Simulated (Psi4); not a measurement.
# CH5NSi (SMILES C[Si]N): a chain of runs, part 2 of 2

Psi4 1.11. The steps go on from the part before.

## Step 4: The excited states at TDA-wB97X-D/6-31G(d,p) (density fitting, Cartesian functions, save jk yes) (run 3)

Contents of calc.dat:

```
memory 1.6 GB

molecule m {
  0 1
  C
  Si 1 r2
  N 2 r3 1 a3
  H 1 r4 2 a4 3 d4
  H 1 r5 4 a5 2 d5
  H 1 r6 5 a6 4 d6
  H 3 r7 2 a7 1 d7
  H 3 r8 7 a8 2 d8

  r2 = 1.916208
  r3 = 1.71681
  a3 = 98.77462
  r4 = 1.095973
  a4 = 114.84348
  d4 = -24.02185
  r5 = 1.09505
  a5 = 108.42049
  d5 = 124.48073
  r6 = 1.098934
  a6 = 106.15575
  d6 = -115.52124
  r7 = 1.010054
  a7 = 121.27535
  d7 = -178.3293
  r8 = 1.0118
  a8 = 112.32374
  d8 = -179.69451
}

set {
  basis 6-31G**
  save_jk true
}

from psi4.driver.procrouting.response.scf_response import tdscf_excitations
e_tot, wfn = energy('wb97x-d', return_wfn=True)
states = tdscf_excitations(wfn, states=6, tda=True)
```

The run is started by

```console
$ psi4 calc.dat calc.out -n 1
```

calc.out:

```text
Psi4 1.11 release

   => Loading Basis Set <=

    Name: 6-31G**
    Role: ORBITAL
    Keyword: BASIS

   => WB97X-D: Empirical Dispersion <=

    Chai and Head-Gordon Dispersion Correction

        s6 =       1.000000

         ---------------------------------------------------------
                                   SCF
                              RKS Reference
                        1 Threads,   1525 MiB Core
         ---------------------------------------------------------

  ==> Geometry <==

    Molecular point group: c1
    Full point group: C1

    Geometry (in Angstrom), charge = 0, multiplicity = 1:

       Center              X                  Y                   Z               Mass
    ------------   -----------------  -----------------  -----------------  -----------------
         C            0.001415600043     0.478137244719    -1.482813234378    12.000000000000
         SI           0.001415600043     0.478137244719     0.433394765622    27.976926534650
         N            0.001415600043    -1.218579299963     0.695290819627    14.003074004430
         H            0.406282172863    -0.430275480356    -1.943276257719     1.007825032230
         H            0.555236607306     1.339292229670    -1.871180182391     1.007825032230
         H           -1.033756828419     0.597656912801    -1.831796083026     1.007825032230
         H           -0.023753261835    -1.605178102739     1.628091429082     1.007825032230
         H            0.020170519158    -1.936175511141    -0.017761191597     1.007825032230

  Running in c1 symmetry.

  Rotational constants: A =      0.65411  B =      0.24865  C =      0.18636 [cm^-1]
  Rotational constants: A =  19609.70114  B =   7454.20289  C =   5586.79533 [MHz]
  Nuclear repulsion =   99.903631396788924

  Charge       = 0
  Multiplicity = 1
  Electrons    = 32
  Nalpha       = 16
  Nbeta        = 16

  ==> Algorithm <==

  SCF Algorithm Type is DF.
  DIIS enabled.
  MOM disabled.
  Fractional occupation disabled.
  Guess Type is SAD.
  Energy threshold   = 1.00e-06
  Density threshold  = 1.00e-06
  Integral threshold = 1.00e-12

  ==> Primary Basis <==

  Basis Set: 6-31G**
    Blend: 6-31G**
    Number of shells: 35
    Number of basis functions: 74
    Number of Cartesian functions: 74
    Spherical Harmonics?: false
    Max angular momentum: 2

  ==> DFT Potential <==

   => LibXC <=

    Version 7.1.2

   => Composite Functional: WB97X-D <=

    wB97X-D Hyb-GGA Exchange-Correlation Functional

    Deriv               =              1
    GGA                 =           TRUE
    Meta                =          FALSE

    Exchange Hybrid     =           TRUE
    MP2 Hybrid          =          FALSE

   => Exchange-Correlation Functionals <=

    1.0000   wB97X-D range-separated functional

   => Exact (HF) Exchange <=

    0.7780            HF,LR [omega = 0.2000]
    0.2220               HF

   => LibXC Density Thresholds  <==

    XC_HYB_GGA_XC_WB97X_D:  1.00E-14

   => Molecular Quadrature <=

    Radial Scheme          =       TREUTLER
    Pruning Scheme         =           NONE
    Nuclear Scheme         =       TREUTLER

    Blocking Scheme        =         OCTREE
    BS radius alpha        =              1
    Pruning alpha          =              1
    Radial Points          =             75
    Spherical Points       =            302
    Total Points           =         173141
    Total Blocks           =           1361
    Max Points             =            256
    Max Functions          =             74
    Weights Tolerance      =       1.00E-15

   => Loading Basis Set <=

    Name: (6-31G** AUX)
    Role: JKFIT
    Keyword: DF_BASIS_SCF

  ==> Integral Setup <==

  DFHelper Memory: AOs need 0.053 GiB; user supplied 0.814 GiB.
  SCF_SUBTYPE=INCORE selected. In-core MEM_DF algorithm will be used.
  Using in-core AOs.

  ==> MemDFJK: Density-Fitted J/K Matrices <==

    J tasked:                   Yes
    K tasked:                   Yes
    wK tasked:                  Yes
    Omega:                2.000E-01
    Memory [MiB]:               833
    Algorithm:                 Core
    Schwarz Cutoff:           1E-12
    Mask sparsity (%):       1.3879
    Fitting Condition:        1E-10

   => Auxiliary Basis Set <=

  Basis Set: (6-31G** AUX)
    Blend: CC-PVDZ-JKFIT
    Number of shells: 129
    Number of basis functions: 417
    Number of Cartesian functions: 417
    Spherical Harmonics?: false
    Max angular momentum: 3

  Cached 100.0% of DFT collocation blocks in 0.304 [GiB].

  Minimum eigenvalue in the overlap matrix is 9.2156131384E-03.
  Reciprocal condition number of the overlap matrix is 1.4631317197E-03.
    Using symmetric orthogonalization.

  ==> Pre-Iterations <==

  SCF Guess: Superposition of Atomic Densities via on-the-fly atomic UHF (no occupation information).

   -------------------------
    Irrep   Nso     Nmo
   -------------------------
     A         74      74
   -------------------------
    Total      74      74
   -------------------------

  ==> Iterations <==

                           Total Energy        Delta E     RMS |[F,P]|

   @DF-RKS iter SAD:  -384.50274559241359   -3.84503e+02   0.00000e+00
   @DF-RKS iter   1:  -385.07702368407536   -5.74278e-01   9.50589e-03 DIIS/ADIIS
   @DF-RKS iter   2:  -385.09586999906992   -1.88463e-02   9.22287e-03 DIIS/ADIIS
   @DF-RKS iter   3:  -385.30511054386261   -2.09241e-01   1.04836e-03 DIIS/ADIIS
   @DF-RKS iter   4:  -385.30789022452154   -2.77968e-03   3.34819e-04 DIIS/ADIIS
   @DF-RKS iter   5:  -385.30821580455171   -3.25580e-04   7.18256e-05 DIIS
   @DF-RKS iter   6:  -385.30823552363444   -1.97191e-05   1.44755e-05 DIIS
   @DF-RKS iter   7:  -385.30823665920673   -1.13557e-06   2.56371e-06 DIIS
   @DF-RKS iter   8:  -385.30823672195282   -6.27461e-08   5.71468e-07 DIIS
  Energy and wave function converged.

  ==> Post-Iterations <==

   Electrons on quadrature grid:
      Ntotal   =   31.9999864359 ; deviation = -1.356e-05

    Orbital Energies [Eh]
    ---------------------

    Doubly Occupied:

       1A    -66.271066     2A    -14.449393     3A    -10.269108
       4A     -5.381044     5A     -3.729372     6A     -3.724815
       7A     -3.720485     8A     -0.950603     9A     -0.780472
      10A     -0.586412    11A     -0.581267    12A     -0.479458
      13A     -0.474940    14A     -0.415467    15A     -0.366391
      16A     -0.284178

    Virtual:

      17A      0.031568    18A      0.114091    19A      0.156604
      20A      0.202075    21A      0.216849    22A      0.243435
      23A      0.248735    24A      0.276929    25A      0.331761
      26A      0.364643    27A      0.426068    28A      0.457623
      29A      0.556375    30A      0.592747    31A      0.687134
      32A      0.702170    33A      0.774977    34A      0.826441
      35A      0.848210    36A      0.861413    37A      0.882037
      38A      0.947488    39A      0.955398    40A      0.974454
      41A      0.985567    42A      1.047597    43A      1.096337
      44A      1.140084    45A      1.214816    46A      1.305585
      47A      1.541540    48A      1.561351    49A      1.573855
      50A      1.828241    51A      2.114534    52A      2.140604
      53A      2.148339    54A      2.184857    55A      2.194772
      56A      2.249170    57A      2.330222    58A      2.406944
      59A      2.443071    60A      2.512730    61A      2.600978
      62A      2.686878    63A      2.770187    64A      2.899496
      65A      2.913700    66A      3.002625    67A      3.095240
      68A      3.268033    69A      3.364565    70A      3.492510
      71A      3.528663    72A      3.533137    73A      4.013065
      74A      4.499739

    Final Occupation by Irrep:
              A
    DOCC [    16 ]
    NA   [    16 ]
    NB   [    16 ]

  @DF-RKS Final Energy:  -385.30823672195282

   => Energetics <=

    Nuclear Repulsion Energy =             99.9036313967889242
    One-Electron Energy =                -728.5344599288996505
    Two-Electron Energy =                 268.1623771489566366
    DFT Exchange-Correlation Energy =     -24.8380551672269263
    Empirical Dispersion Energy =          -0.0017301715718092
    VV10 Nonlocal Energy =                  0.0000000000000000
    Total Energy =                       -385.3082367219528237

Computation Completed

Properties will be evaluated at   0.000000,   0.000000,   0.000000 [a0]

Properties computed using the SCF density matrix

 Multipole Moments:

 ------------------------------------------------------------------------------------
     Multipole            Electronic (a.u.)      Nuclear  (a.u.)        Total (a.u.)
 ------------------------------------------------------------------------------------

 L = 1.  Multiply by 2.5417464519 to convert [e a0] to [Debye]
 Dipole X            :          0.0614636           -0.0710529           -0.0095894
 Dipole Y            :          1.0273046           -1.8934870           -0.8661824
 Dipole Z            :          3.5027759           -3.7761249           -0.2733490
 Magnitude           :                                                    0.9083411

 ------------------------------------------------------------------------------------

	total time  =          3 seconds =       0.05 minutes

******************************************************************************************
**********                               WARNING                                **********
**********       The names of excited state variables changed between 1.5       **********
**********     and 1.6. For a quick solution, remove the symmetry specifier     **********
**********   from the variable name. For full details, see 'Notes on Psivars'   **********
**********                        in the documentation.                         **********
******************************************************************************************

         ---------------------------------------------------------
                         TDSCF excitation energies
         ---------------------------------------------------------

  ==> Options <==

     Residual threshold  : 1.0000e-04
     Initial guess       : denominators
     Reference           : RHF
     Solver type         : TDA (Davidson)

  ==> Requested Excitations <==

      6 singlet states with A symmetry

  ==> Seeking the lowest 6 singlet states with A symmetry

                         Generalized Davidson Solver

  ==> Options <==

    Max number of iterations        = 60
    Eigenvector tolerance           = 1.0000e-04
    Max number of expansion vectors = 1200

  => Iterations <=
                           Max[D[value]]     Max[|R|]   # vectors
  DavidsonSolver iter   1:   2.98366e-01  1.55702e-01     24
  DavidsonSolver iter   2:   2.27561e-02  3.02190e-02     30
  DavidsonSolver iter   3:   1.12959e-03  7.17159e-03     36
  DavidsonSolver iter   4:   5.53522e-05  1.75413e-03     42
  DavidsonSolver iter   5:   2.70161e-06  3.65016e-04     48
  DavidsonSolver iter   6:   1.13595e-07  8.41267e-05     51      Converged

******************************************************************************************
**********                               WARNING                                **********
**********  Length-gauge rotatory strengths are **NOT** gauge-origin invariant  **********
******************************************************************************************

                                    Excitation Energy         Total Energy        Oscillator Strength             Rotatory Strength
     #   Sym: GS->ES (Trans)        au              eV              au          au (length)    au (velocity)    au (length)    au (velocity)
    ---- -------------------- --------------- --------------- --------------- --------------- --------------- --------------- ---------------
     1        A->A (1 A)       0.14698         3.99944        -385.16126       0.0740          0.0022          0.0070          0.0032
     2        A->A (1 A)       0.23528         6.40230        -385.07296       0.0640          0.0540         -0.0047          0.0064
     3        A->A (1 A)       0.26358         7.17229        -385.04466       0.3953          0.0929         -0.0407          0.0089
     4        A->A (1 A)       0.26526         7.21804        -385.04298       0.0678          0.0073          0.0660          0.0058
     5        A->A (1 A)       0.28273         7.69348        -385.02551       0.2847          0.2105         -0.0496         -0.0511
     6        A->A (1 A)       0.29632         8.06316        -385.01192       0.0312          0.0741          0.0132          0.0153

Contributing excitations
Only contributions with abs(coeff) > 1.00e-01 will be printed:

Excited State    1 (1 A):   0.14698 au   310.00 nm f = 0.0740
  Sums of squares: Xssq =  1.000000e+00
     14a  ->  17a    -0.109856 ( 1.207%)
     16a  ->  17a    -0.986633 (97.345%)

Excited State    2 (1 A):   0.23528 au   193.66 nm f = 0.0640
  Sums of squares: Xssq =  1.000000e+00
     15a  ->  17a     0.551516 (30.417%)
     16a  ->  18a    -0.808014 (65.289%)
     16a  ->  19a     0.154697 ( 2.393%)

Excited State    3 (1 A):   0.26358 au   172.87 nm f = 0.3953
  Sums of squares: Xssq =  1.000000e+00
     14a  ->  17a    -0.233422 ( 5.449%)
     14a  ->  18a    -0.143639 ( 2.063%)
     15a  ->  17a    -0.771273 (59.486%)
     16a  ->  18a    -0.522947 (27.347%)

Excited State    4 (1 A):   0.26526 au   171.77 nm f = 0.0678
  Sums of squares: Xssq =  1.000000e+00
     14a  ->  17a     0.947227 (89.724%)
     15a  ->  17a    -0.192090 ( 3.690%)
     16a  ->  18a    -0.117859 ( 1.389%)

Excited State    5 (1 A):   0.28273 au   161.15 nm f = 0.2847
  Sums of squares: Xssq =  1.000000e+00
     16a  ->  18a    -0.163406 ( 2.670%)
     16a  ->  19a    -0.955347 (91.269%)
     16a  ->  20a    -0.168759 ( 2.848%)

Excited State    6 (1 A):   0.29632 au   153.77 nm f = 0.0312
  Sums of squares: Xssq =  1.000000e+00
     15a  ->  18a    -0.974159 (94.899%)
     15a  ->  19a     0.176444 ( 3.113%)

******************************************************************************************
**********                               WARNING                                **********
**********       The names of excited state variables changed between 1.5       **********
**********     and 1.6. For a quick solution, remove the symmetry specifier     **********
**********   from the variable name. For full details, see 'Notes on Psivars'   **********
**********                        in the documentation.                         **********
******************************************************************************************

    Psi4 run time: 0:00:11.48
```

Wall time 12 s (1 thread of AMD EPYC 9R45 (Zen 5), shared host); peak memory 0.59 GiB.

The roots found:

| excited state | energy (eV) | strength | label |
| --- | --- | --- | --- |
| 1 | 3.999 | 0.0740 | A 1 |
| 2 | 6.402 | 0.0640 | A 1 |
| 3 | 7.172 | 0.3953 | A 1 |
| 4 | 7.218 | 0.0678 | A 1 |
| 5 | 7.693 | 0.2847 | A 1 |
| 6 | 8.063 | 0.0312 | A 1 |

## Step 5: What came out

This closing draws on all 2 parts.

```
                                                                      quantity             value
                               run 1, wB97X-D/6-31G**: total energy at the end     -385.30824 Eh
                                         run 1, wB97X-D/6-31G**: dipole moment            2.31 D
                                           run 1, wB97X-D/6-31G**: HOMO energy          -7.73 eV
                                           run 1, wB97X-D/6-31G**: LUMO energy           0.86 eV
                                         run 1, wB97X-D/6-31G**: HOMO–LUMO gap           8.59 eV
                                     run 1, wB97X-D/6-31G**: dispersion energy      -4.54 kJ/mol
                            run 2, wB97X-D/6-31G**: lowest harmonic wavenumber           87 cm⁻¹
                           run 2, wB97X-D/6-31G**: highest harmonic wavenumber         3722 cm⁻¹
                                     run 2, wB97X-D/6-31G**: zero-point energy      166.3 kJ/mol
run 2, wB97X-D/6-31G**: ideal-gas entropy at 600 K (symmetry number 1 as used)  84.6 cal/(mol K)
                 run 3, TDA-wB97X-D/6-31G**: ground-state or mean-field energy     -385.30824 Eh
         run 3, TDA-wB97X-D/6-31G**: dipole moment (wB97X-D Kohn–Sham density)            2.31 D
          run 3, TDA-wB97X-D/6-31G**: HOMO energy (wB97X-D Kohn–Sham orbitals)          -7.73 eV
          run 3, TDA-wB97X-D/6-31G**: LUMO energy (wB97X-D Kohn–Sham orbitals)           0.86 eV
        run 3, TDA-wB97X-D/6-31G**: HOMO–LUMO gap (wB97X-D Kohn–Sham orbitals)           8.59 eV
                                 run 3, TDA-wB97X-D/6-31G**: dispersion energy      -4.54 kJ/mol
                          run 3, TDA-wB97X-D/6-31G**: lowest excitation energy           4.00 eV
```

**Reading.** The optimisation (run 1, wB97X-D/6-31G**) took 11 steps and changed the energy by -0.965 eV. All 18 modes (run 2, wB97X-D/6-31G**) are real, so the shape is a minimum at this level. The brightest of the 6 transitions from the ground state lies at 7.17 eV (173 nm, f = 0.395); the lowest, at 4.00 eV, has f = 0.074. Roots above 7.7 eV lie over the negative of the HOMO energy, where those of Rydberg kind are poorly described; valence roots are less touched.
